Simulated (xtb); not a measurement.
xtb input (GFN1-xTB):

```bash
xtb mol.xyz --gfn 1 --sp --chrg 0 --uhf 0
```
mol.xyz:
```
2

P     -0.00000000    -0.00000000    -0.94474959
P      0.00000000     0.00000000     0.94474959
```

End of the output:

```
         :::::::::::::::::::::::::::::::::::::::::::::::::::::
         ::                     SUMMARY                     ::
         :::::::::::::::::::::::::::::::::::::::::::::::::::::
         :: total energy              -5.185767204117 Eh    ::
         :: gradient norm              0.027649337130 Eh/a0 ::
         :: HOMO-LUMO gap              2.949176481264 eV    ::
         ::.................................................::
         :: SCC energy                -5.233839285486 Eh    ::
         :: -> electrostatic           0.000123681391 Eh    ::
         :: repulsion energy           0.048599230619 Eh    ::
         :: dispersion energy         -0.000527149250 Eh    ::
         :: halogen bond corr.         0.000000000000 Eh    ::
         :: add. restraining           0.000000000000 Eh    ::
         :: total charge               0.000000000000 e     ::
         :::::::::::::::::::::::::::::::::::::::::::::::::::::

           -------------------------------------------------
          |                Property Printout                |
           -------------------------------------------------

    * Orbital Energies and Occupations

         #    Occupation            Energy/Eh            Energy/eV
      -------------------------------------------------------------
         1        2.0000           -0.7580252             -20.6269
         2        2.0000           -0.6605100             -17.9734
         3        2.0000           -0.4109089             -11.1814
         4        2.0000           -0.4109089             -11.1814
         5        2.0000           -0.4104117             -11.1679 (HOMO)
         6                         -0.3020314              -8.2187 (LUMO)
         7                         -0.3020314              -8.2187
         8                         -0.1428993              -3.8885
         9                         -0.0451040              -1.2273
        10                         -0.0451040              -1.2273
        11                         -0.0102070              -0.2777
        12                         -0.0102070              -0.2777
        13                          0.0111017               0.3021
        14                          0.0111017               0.3021
        15                          0.0897349               2.4418
        16                          0.3041840               8.2773
       ...                                ...                  ...
        18                          1.8566539              50.5221
      -------------------------------------------------------------
                  HL-Gap            0.1083802 Eh            2.9492 eV
             Fermi-level           -0.3562215 Eh           -9.6933 eV

  Mulliken/CM5 charges         n(s)   n(p)   n(d)
     1P    -0.00000 -0.00000   1.837  3.066  0.098
     2P     0.00000  0.00000   1.837  3.066  0.098

Wiberg/Mayer (AO) data.
largest (>0.10) Wiberg bond orders for each atom
Note: The following floating-point exceptions are signalling: IEEE_DENORMAL
normal termination of xtb

 ---------------------------------------------------------------------------
     #   Z sym  total        # sym  WBO       # sym  WBO       # sym  WBO
 ---------------------------------------------------------------------------
     1  15 P    3.177 --     2 P    3.177
     2  15 P    3.177 --     1 P    3.177
 ---------------------------------------------------------------------------

Topologies differ in total number of bonds
Writing topology from bond orders to xtbtopo.mol

 dipole moment from electron density (au)
     X       Y       Z
   0.0000  -0.0000   0.0000  total (Debye):    0.000

           -------------------------------------------------
          | TOTAL ENERGY               -5.185767204117 Eh   |
          | GRADIENT NORM               0.027649337130 Eh/α |
          | HOMO-LUMO GAP               2.949176481264 eV   |
           -------------------------------------------------

------------------------------------------------------------------------
------------------------------------------------------------------------
 total:
 SCF:
```
